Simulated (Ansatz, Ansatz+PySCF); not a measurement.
```xyz
11

C     0.0000   -0.2568   -1.2710
C     0.0000    0.5795    0.0000
C     0.0000   -0.2568    1.2710
H     0.0000    0.3730   -2.1741
H     0.8875   -0.9088   -1.3208
H    -0.8875   -0.9088   -1.3208
H    -0.8792    1.2471    0.0000
H     0.8792    1.2471    0.0000
H     0.0000    0.3730    2.1741
H    -0.8875   -0.9088    1.3208
H     0.8875   -0.9088    1.3208
```

RHF-MP2 on singlet C₃H₈ was run in several spherical basis sets with Ansatz (development build ahead of 0.2.0). Frozen core: 3 orbitals.

Task: Rank the basis sets by the total energy that they give, lowest first, with the distance from the lowest.
A. def2-SVP
B. cc-pVTZ
C. cc-pVDZ
D. 6-31G(d)
E. def2-TZVP

Result: B (0.00 eV), E (0.61 eV), C (3.62 eV), D (5.30 eV), A (6.09 eV).

Totals follow the description of the cores as much as that of the bonds, so this order isn't one of quality for chemistry.
